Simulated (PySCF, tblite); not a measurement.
**C₄H₇N: geometry, infrared bands, NMR shifts, spin-spin couplings, electronic excitations and core binding energies**

Aim: predict the infrared bands, NMR shifts, spin-spin couplings, electronic excitations and core binding energies of C₄H₇N (`[H]/N=C\C(=C)C`).

Computed with tblite 0.8.0 and PySCF 2.14.0, with density-fitted response routines of our own, on a single molecule in the gas phase. Atoms are numbered from 0 throughout.

**1. The starting structure**

12 atoms, charge 0, multiplicity 1; geometry from: GFN2-xTB.

Bonds of the start (Å): C0–C1 1.33, C1–C2 1.50, C1–C3 1.47, C3–N4 1.26, C0–H5 1.08, C0–H6 1.08, C2–H7 1.09, C2–H8 1.09, C2–H9 1.09, C3–H10 1.09, N4–H11 1.02.

**2. Vibrational analysis with GFN2-xTB**

Job settings and geometry (Å):

```
{"job": {"kind": "ir", "xc": "GFN2-xTB", "basis": "xTB"}, "charge": 0, "multiplicity": 1}
C     -0.245796     1.618938    -0.334701
C     -0.021967     0.332462    -0.074871
C     -1.106305    -0.605624     0.363131
C      1.335107    -0.210308    -0.218287
N      1.740934    -1.387107    -0.027641
H     -1.226062     2.057349    -0.246813
H      0.547331     2.278303    -0.645984
H     -0.870758    -1.025157     1.341561
H     -1.204576    -1.429498    -0.344270
H     -2.059418    -0.088293     0.428140
H      2.089911     0.506041    -0.534512
H      1.022797    -2.047791     0.268219
```

**Question.** This job is followed by: PBE0-D3(BJ)/def2-SVP geometry optimisation, gas phase; GIAO PBE0/pcSseg-1 NMR shielding, non-relativistic, gas phase; B3LYP/pcJ-1 indirect spin-spin coupling, non-relativistic, gas phase; TDDFT CAM-B3LYP/def2-SVPD, vertical, gas phase, core orbitals frozen in the response; GIAO PBE/pcSseg-2 NMR shielding, non-relativistic, gas phase; delta-SCF UKS SCAN, pcX-2 on the ionised atom, pcseg-1 elsewhere, spin-free X2C. What will the session give for the following? strongest single infrared mode (GFN2-xTB); zero-point energy (GFN2-xTB); point group; rotational constants (main isotopes); 13C shifts against TMS (PBE0/pcSseg-1); 1H shifts against TMS (PBE0/pcSseg-1, means over atoms taken as alike); 15N shifts against NH3 (PBE0/pcSseg-1); largest coupling of the table (B3LYP/pcJ-1); lowest singlet (CAM-B3LYP/def2-SVPD); brightest single state of those computed; lowest triplet; vertical ionisation energy (ΔSCF); vertical electron affinity (ΔSCF); C1s binding energies, SCAN/pcX-2 (standing for 2 of 4 atoms); N1s binding energies, SCAN/pcX-2; range of the shift of C1.

As calculated:

```
                                                              quantity                                             value
                             strongest single infrared mode (GFN2-xTB)                             1705 cm⁻¹, 132 km/mol
                                          zero-point energy (GFN2-xTB)                                     62.5 kcal/mol
                                                           point group                                                Cs
                                  rotational constants (main isotopes)                              8.56, 4.31, 2.92 GHz
                                13C shifts against TMS (PBE0/pcSseg-1)                     176.2, 148.5, 132.1, 16.8 ppm
1H shifts against TMS (PBE0/pcSseg-1, means over atoms taken as alike)                  9.90, 7.93, 5.79, 5.58, 1.78 ppm
                                15N shifts against NH3 (PBE0/pcSseg-1)                                         348.6 ppm
                           largest coupling of the table (B3LYP/pcJ-1)                          1J(C,H) C3–H10, 179.4 Hz
                                  lowest singlet (CAM-B3LYP/def2-SVPD)                       4.84 eV (256 nm), f = 0.004
                              brightest single state of those computed                       state 2, 6.22 eV, f = 0.496
                                                        lowest triplet                                           3.53 eV
                                     vertical ionisation energy (ΔSCF)                                           9.79 eV
                                     vertical electron affinity (ΔSCF)  -0.59 eV (unbound: the value hangs on the basis)
          C1s binding energies, SCAN/pcX-2 (standing for 2 of 4 atoms)                           C2 291.23, C0 290.43 eV
                                      N1s binding energies, SCAN/pcX-2                                      N4 404.25 eV
                                              range of the shift of C1                                148.5 to 154.5 ppm
```

What this shows: All 30 modes are real, so the xTB geometry is a minimum. The strongest single mode, at 1705 cm⁻¹, moves mainly C3 and N4. GFN2-xTB is a fitted tight-binding method: band positions and strengths are rough. Its intensities can rank the bands wrongly. Over 4 steps the energy fell by 0.050 eV; of the close pairs, C0–H6 changed most, 1.077 to 1.094 Å. No frequency check was run at this level, so the end point may be a saddle. At PBE0/pcSseg-1: The largest span, 644 ppm, is at N4, where the paramagnetic term is -408 ppm. In the run at B3LYP/pcJ-1, the largest coupling of the table is C3–H10, 179.4 Hz, of which the Fermi-contact term gives 178.9 Hz. Couplings across rotatable bonds belong to this one conformer; where others are populated, the observed values are averages. The lowest singlet, at 4.84 eV, is HOMO−1→LUMO 0.93 and is weak; of the 10 states computed, the strongest absorption comes from state 2 at 6.22 eV. The lowest triplet lies 1.31 eV below the lowest singlet (triplets in Tamm-Dancoff, singlets in full TDDFT). The orbital energy would give 8.93 eV for ionisation, ΔSCF gives 9.79 eV. The C1s levels kept as sound span 0.80 eV, from C0 (carbon bonded to C, 2 H) up to C2 (carbon bonded to C, 3 H). Only 2 of the 4 C atoms are covered by sound results. In ppm, C1 moves most: its shift spreads over 6.0 ppm, from 148.5 (PBE0/pcSseg-1) to 154.5 (PBE/pcSseg-2).
